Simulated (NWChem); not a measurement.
System: C$_{3}$H$_{7}$ cation

The following NWChem deck was run.

```
start job
memory heap 200 mb stack 900 mb global 1100 mb
charge 1
geometry units angstroms noautosym nocenter noautoz
  C      1.283740     0.014041     0.193314
  C      0.000000    -0.000000    -0.453280
  C     -1.283740    -0.014041     0.193314
  H      2.033079    -0.617990    -0.338488
  H      1.281492    -0.111025     1.291083
  H      1.678328     1.044851    -0.059184
  H      0.000000     0.000000    -1.564581
  H     -1.678328    -1.044851    -0.059184
  H     -2.033079     0.617990    -0.338488
  H     -1.281492     0.111025     1.291083
end
basis spherical
  * library def2-svp
end
dft
  xc b3lyp
  iterations 150
end
property
  response 1 0.0773
end
task dft property
```

The geometry was optimised at PBE-D3(BJ)/def2-SVP. B3LYP is NWChem's, with the RPA form of VWN correlation.

Field at 589 nm.

Problem. Give the results of this calculation. (B3LYP/def2-SVP.) Quantities: isotropic polarisability (bohr³); anisotropy (bohr³).

Solution. The isotropic polarisability (bohr³) is 34.0 and the anisotropy (bohr³) comes out as 21.3.
